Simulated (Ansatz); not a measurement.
Two structures of SiH₈O₂, closed shell, reached by relaxing down either side of one saddle point (PBE0-D4/def2-TZVP). Energies are electronic, without zero-point energy. Computed with Ansatz 0.2.0 (basis: def2-TZVPP and def2-QZVPP); correlated methods freeze the cores. Extrapolation: Hartree–Fock as exp(−7.88 √X), correlation as X^−2.97. First:

```tsv
atom	x (Å)	y (Å)	z (Å)
Si1	-1.0581	0.0351	-1.4726
H2	-1.2466	-0.4417	-0.0756
H3	-2.1907	-0.5249	-2.2645
H4	-1.1187	1.5109	-1.5411
H5	0.2007	-0.5042	-2.0392
H6	1.1861	0.4844	0.8944
O7	1.1842	1.1379	0.1764
H8	-0.0719	-1.2150	1.5823
O9	0.7020	-0.9090	2.0659
H10	2.0391	1.0548	-0.2502
H11	0.3742	-0.6284	2.9240
```

Second:

```json
{"atom": "Si1", "x (Å)": "-0.2006", "y (Å)": "0.6202", "z (Å)": "-1.5116"}
{"atom": "H2", "x (Å)": "-1.9472", "y (Å)": "-1.6925", "z (Å)": "0.8652"}
{"atom": "H3", "x (Å)": "-0.6908", "y (Å)": "-0.6930", "z (Å)": "-2.0021"}
{"atom": "H4", "x (Å)": "-1.2097", "y (Å)": "1.2663", "z (Å)": "-0.6453"}
{"atom": "H5", "x (Å)": "0.1050", "y (Å)": "1.4819", "z (Å)": "-2.6843"}
{"atom": "H6", "x (Å)": "0.9267", "y (Å)": "-0.0445", "z (Å)": "1.2999"}
{"atom": "O7", "x (Å)": "1.1470", "y (Å)": "0.4426", "z (Å)": "-0.5579"}
{"atom": "H8", "x (Å)": "-1.3700", "y (Å)": "-1.4484", "z (Å)": "1.2759"}
{"atom": "O9", "x (Å)": "0.7146", "y (Å)": "-0.3748", "z (Å)": "2.1838"}
{"atom": "H10", "x (Å)": "1.9203", "y (Å)": "0.0345", "z (Å)": "-0.9509"}
{"atom": "H11", "x (Å)": "0.6049", "y (Å)": "0.4076", "z (Å)": "2.7273"}
```

Task: Which bonds change from the first to the second?

Result: SiH₄ + H₂O + H₂O → SiH₄O ([OH][SiH3]) + H₂O + H₂; bonds formed: Si1–O7, H2–H8, H6–O9; bonds broken: Si1–H2, H6–O7, H8–O9.

Task: Give the saddle point's structure and its height above each. (To be estimated.)

Result: Computed: 152.2 kJ/mol above the first and 204.5 kJ/mol above the second (CCSD(T) at an estimated basis limit (MP2 extrapolated from triple and quadruple zeta, plus CCSD(T) − MP2 in triple zeta)).
Si1  (-0.554, 0.224, -1.126)
H2  (-1.099, -0.489, 0.330)
H3  (-0.883, -1.070, -1.792)
H4  (-1.703, 1.166, -1.005)
H5  (0.218, 0.896, -2.260)
H6  (0.958, -0.122, 0.948)
O7  (0.919, 0.448, -0.128)
H8  (-0.418, -0.756, 1.221)
O9  (0.513, -0.779, 1.821)
H10  (1.685, 0.742, -0.628)
H11  (0.364, -0.259, 2.619)
(Å)

T1 diagnostic: at most 0.012.

Labels in which every atom is bracketed show which atoms are joined, not bond orders.

For scale, one of the runs: CCSD(T)/def2-TZVPP, 216 basis functions, launched by `ansatz run in.yaml --threads 4 --pin off --events-out ev --progress --plain --max-ram 9574MiB`. Hardware: 4 CPU threads of an AMD EPYC, shared host. Wall time 94 s; peak host memory 3.2 GiB.
